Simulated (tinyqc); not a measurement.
UHF in the sto-3g basis, for LiH, spin multiplicity 3, step by step. This run ends on a higher stationary point, not on the lowest solution. One step of it, computed by the program tinyqc.

Task: Iteration 8 (converged): orbitals. Diagonalise F' = X^T F X, C = X C', fill 3 alpha and 1 beta electrons from the bottom; D(s) = C_occ C_occ^T. Each column has its largest component positive (the first on a tie).

converged F(alpha) (hartree), lower triangle:
```
,1Li 1s,1Li 2s,1Li 2px,1Li 2py,1Li 2pz,2H 1s
1Li 1s,-2.342567
1Li 2s,-0.652933,-0.248924
1Li 2px,0.000000,0.000000,0.103230
1Li 2py,0.000000,0.000000,-0.106955,-0.048636
1Li 2pz,-0.000917,-0.155765,0.000000,0.000000,-0.044731
2H 1s,-0.204786,-0.345220,0.000000,0.000000,-0.376506,-0.542186
```

converged F(beta) (hartree), lower triangle:
```
,1Li 1s,1Li 2s,1Li 2px,1Li 2py,1Li 2pz,2H 1s
1Li 1s,-2.327856
1Li 2s,-0.637444,-0.084574
1Li 2px,0.000000,0.000000,0.194246
1Li 2py,0.000000,0.000000,0.013755,0.213777
1Li 2pz,-0.001975,-0.024267,0.000000,0.000000,0.150700
2H 1s,-0.200249,-0.091883,0.000000,0.000000,-0.038145,0.152920
```

X, lower triangle:
```
,1Li 1s,1Li 2s,1Li 2px,1Li 2py,1Li 2pz,2H 1s
1Li 1s,1.023028
1Li 2s,-0.128029,1.116990
1Li 2px,0.000000,0.000000,1.000000
1Li 2py,0.000000,0.000000,0.000000,1.000000
1Li 2pz,-0.003615,0.119925,0.000000,0.000000,1.152662
2H 1s,0.003944,-0.290113,0.000000,0.000000,-0.370123,1.245616
```

Give: F' = X^T F X; orbital energies; coefficients C; F' = X^T F X; orbital energies; coefficients C; D(alpha) after iteration 8; D(beta) after iteration 8.

Result:

F' = X^T F X (alpha) (hartree), lower triangle:
```
,1,2,3,4,5,6
1,-2.286
2,-0.365,-0.015
3,0.000,0.000,0.103
4,0.000,0.000,-0.107,-0.049
5,0.014,-0.001,0.000,0.000,0.172
6,-0.038,-0.251,0.000,0.000,-0.344,-0.306
```

orbital energies (alpha) (hartree): MO1 -2.346, MO2 -0.562, MO3 -0.104, MO4 0.080, MO5 0.158, MO6 0.392

coefficients C (alpha):
```
,MO1,MO2,MO3,MO4,MO5,MO6
1Li 1s,0.989,-0.129,0.000,-0.246,0.000,-0.085
1Li 2s,0.040,0.185,0.000,0.965,0.000,0.629
1Li 2px,0.000,0.000,0.459,0.000,0.889,0.000
1Li 2py,0.000,0.000,0.889,0.000,-0.459,0.000
1Li 2pz,0.001,0.187,0.000,-0.385,0.000,1.139
2H 1s,0.005,0.813,0.000,-0.244,0.000,-1.026
```

F' = X^T F X (beta) (hartree), lower triangle:
```
,1,2,3,4,5,6
1,-2.272
2,-0.366,0.095
3,0.000,0.000,0.194
4,0.000,0.000,0.014,0.214
5,0.003,0.052,0.000,0.000,0.254
6,-0.063,-0.162,0.000,0.000,-0.206,0.347
```

orbital energies (beta) (hartree): MO1 -2.330, MO2 0.042, MO3 0.144, MO4 0.187, MO5 0.221, MO6 0.568

coefficients C (beta):
```
,MO1,MO2,MO3,MO4,MO5,MO6
1Li 1s,0.991,-0.202,-0.183,0.000,0.000,0.076
1Li 2s,0.033,0.605,0.738,0.000,0.000,-0.671
1Li 2px,0.000,0.000,0.000,0.889,0.459,0.000
1Li 2py,0.000,0.000,0.000,-0.459,0.889,0.000
1Li 2pz,0.001,0.360,-0.654,0.000,0.000,-0.961
2H 1s,0.001,0.417,-0.195,0.000,0.000,1.249
```

D(alpha) after iteration 8, lower triangle:
```
,1Li 1s,1Li 2s,1Li 2px,1Li 2py,1Li 2pz,2H 1s
1Li 1s,0.995
1Li 2s,0.016,0.036
1Li 2px,0.000,0.000,0.211
1Li 2py,0.000,0.000,0.408,0.789
1Li 2pz,-0.023,0.035,0.000,0.000,0.035
2H 1s,-0.100,0.150,0.000,0.000,0.152,0.661
```

D(beta) after iteration 8, lower triangle:
```
,1Li 1s,1Li 2s,1Li 2px,1Li 2py,1Li 2pz,2H 1s
1Li 1s,0.983
1Li 2s,0.033,0.001
1Li 2px,0.000,0.000,0.000
1Li 2py,0.000,0.000,0.000,0.000
1Li 2pz,0.001,0.000,0.000,0.000,0.000
2H 1s,0.001,0.000,0.000,0.000,0.000,0.000
```
